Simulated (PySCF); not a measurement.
Carbon: a sound run and one with changed settings

Sound run: C [He] 2s2 2p2, C⁺ [He] 2s2 2p1. Computed with PySCF 2.14 in x2c-TZVPall (5s3p2d1f, 31 functions), with the spin-free X2C one-electron Hamiltonian (Gaussian nucleus). In the sound run the correlated levels freeze 1s2. The sound run starts from symmetry-adapted Hartree-Fock orbitals and uses a fine grid where one is needed.

A second run was set up differently.

```csv
species,method,sound run (hartree),changed run (hartree),converged
C,UHF,-37.70744,-37.70744,yes
C,LDA,-37.48220,-37.48220,yes
C,M06-2X,-37.85825,-37.85825,yes
C,MP2,-37.77356,-37.73560,yes
C,CCSD(T),-37.79599,-37.79599,yes
C⁺,UHF,-37.31066,-37.31066,yes
C⁺,LDA,-37.05304,-37.05304,yes
C⁺,M06-2X,-37.44261,-37.44261,yes
C⁺,MP2,-37.36059,-37.33113,yes
C⁺,CCSD(T),-37.38567,-37.38567,yes
```

Ionisation energy of C:

```
 method  sound run (eV)  changed run (eV)
    UHF          10.797            10.797
    LDA          11.678            11.678
 M06-2X          11.310            11.310
    MP2          11.237            11.006
SCS-MP2          11.111            10.951
   CCSD          11.141            11.141
CCSD(T)          11.166            11.166
```

Question: What was changed?
A. too few SCF iterations
B. radial grid too coarse
C. minimal basis
D. level shift left on

Answer: D. It used initial guess atom, at most 50 SCF cycles, level shift 2.0 hartree. A level shift leaves the converged SCF energy unchanged but raises the virtual orbital energies, which shrinks MP2 if it is not removed.
